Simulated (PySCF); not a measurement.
C2H3N2P.
Atom-mapped SMILES: `[cH:1]1[n:2][nH:3][cH:4][p:5]1` (hydrogens: H6 on C1; H7 on N3; H8 on C4)

Theory: PySCF 2.14.0, PBE0-D3(BJ)/def2-SVP geometry optimisation, gas phase.

(1) List the bond lengths and angles at this level.

Results:

(1) 
```json
{"bond": "C1–N2", "length (Å)": "1.317", "order": "aromatic"}
{"bond": "N2–N3", "length (Å)": "1.324", "order": "aromatic"}
{"bond": "N3–C4", "length (Å)": "1.345", "order": "aromatic"}
{"bond": "C4–P5", "length (Å)": "1.730", "order": "aromatic"}
{"bond": "C1–P5", "length (Å)": "1.773", "order": "aromatic"}
{"bond": "C1–H6", "length (Å)": "1.093", "order": "single"}
{"bond": "N3–H7", "length (Å)": "1.015", "order": "single"}
{"bond": "C4–H8", "length (Å)": "1.090", "order": "single"}
```

Orders are formal, as drawn. A selection of angles:
```json
{"angle": "N2–C1–P5", "degrees": "116.6"}
{"angle": "N2–C1–H6", "degrees": "117.6"}
{"angle": "P5–C1–H6", "degrees": "125.9"}
{"angle": "C1–N2–N3", "degrees": "108.5"}
{"angle": "N2–N3–C4", "degrees": "118.1"}
{"angle": "N2–N3–H7", "degrees": "117.1"}
{"angle": "C4–N3–H7", "degrees": "124.8"}
{"angle": "N3–C4–P5", "degrees": "111.4"}
{"angle": "N3–C4–H8", "degrees": "118.7"}
{"angle": "P5–C4–H8", "degrees": "129.8"}
{"angle": "C1–P5–C4", "degrees": "85.4"}
```

The C–N distances run from 1.317 Å (C1–N2, aromatic) to 1.345 Å (N3–C4, aromatic), a spread of 0.028 Å. The 5 heavy atoms lie in one plane (0.001 Å rms). The 5-membered ring C1–N2–N3–C4–P5 has internal angles of 85.4° to 118.1°; it is planar, 0.00 Å rms from its mean plane, widest ring torsion 0°. N3 (pyrrole-type nitrogen) is planar (angles 124.8°, 118.1° and 117.1°, sum 360.0°, 0.00 Å off the plane of its three neighbours). The C–P distances run from 1.730 Å (C4–P5, aromatic) to 1.773 Å (C1–P5, aromatic), a spread of 0.043 Å.

Point group: Cs (every atom within 0.08 Å of its image). PBE0-D3(BJ)/def2-SVP frequencies: not computed here.
